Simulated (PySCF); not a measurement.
# Dipole moment and polarisability of 5-methyl-1,3-cyclopentadiene

Compound: 5-methyl-1,3-cyclopentadiene, C₆H₈.
Structure used (PBE0-D3(BJ)/def2-SVP), in Å, numbered top down from 1:
```
atom  x, y, z in Å
C1     1.7492   -0.2604    0.1217
C2     0.2835   -0.0920    0.5219
C3    -0.4108    1.0748   -0.1183
C4    -1.5292    0.6481   -0.7408
C5    -1.6482   -0.8017   -0.5703
C6    -0.6021   -1.2474    0.1559
H7     2.3408    0.6227    0.4070
H8     2.1948   -1.1382    0.6140
H9     1.8378   -0.3955   -0.9668
H10    0.2365    0.0425    1.6230
H11   -0.0416    2.1005   -0.0663
H12   -2.2424    1.2698   -1.2854
H13   -2.4610   -1.4097   -0.9723
H14   -0.4016   -2.2794    0.4488
```

Level: CAM-B3LYP/def2-SVPD (PySCF), static field, nuclei fixed, core orbitals frozen in the response. The polarisability tensor in these axes (au):

```
x   76.80  0.84 11.55
y    0.84 70.11 -2.49
z   11.55 -2.49 57.40
```

**Question.** What are the eigenvalues, a third of the trace, and Δα (Δα² = ½Σ(αi − αj)² over the three pairs)?

**Answer.** Principal values 51.65, 70.47 and 82.19 au; mean 68.10 au = 10.09 Å³ = 11.23 × 10⁻⁴⁰ C²·m²/J; Δα = 26.69 au (39 % of the mean).

**Question.** What is the dipole moment, and where does it point?

**Answer.** (0.40, 0.00, 0.26) D, 0.48 D in size, pointing from the negative to the positive side. Measured along this direction, the outermost atoms are H13 and H12 at the negative end and H7 and H8 at the positive end.

**Question.** Directions of the eigenvectors, and the extent of the frame along each?

**Answer.** Largest value along (0.91, -0.02, 0.42), where the nuclei span 4.88 Å; middle along (0.08, 0.99, -0.12), 4.42 Å; least along (-0.42, 0.14, 0.90), 3.05 Å. The response follows the extents in order.

**Question.** What molar refraction does this α imply?

**Answer.** Lorentz–Lorenz: R = (4π/3)N_A α = 2.5225 cm³/(mol·Å³) × 10.09 Å³ = 25.5 cm³/mol, in the limit of long wavelengths.

**Question.** Give the eigenvalues of the traceless quadrupole moment Θ = ½Σq(3rr − r²1), origin at the centre of nuclear charge.

**Answer.** -4.59, 1.47, 3.12 D·Å. The values depend on the origin, since the dipole doesn't vanish. The electronic extent ⟨r²⟩ about the same centre is 531 bohr², a root-mean-square distance of 1.84 Å for the 44 electrons.

**Question.** Refractivity n − 1 of an ideal gas of it at 298.15 K and 1 atm, from the electronic α?

**Answer.** N = p/kT = 2.4615 × 10¹⁹ cm⁻³, so n − 1 = 2π × N × 10.09 × 10⁻²⁴ cm³ = 1561 × 10⁻⁶ at long wavelengths.

Geometry: PBE0-D3(BJ)/def2-SVP; no solvent, vibrations or thermal averaging.
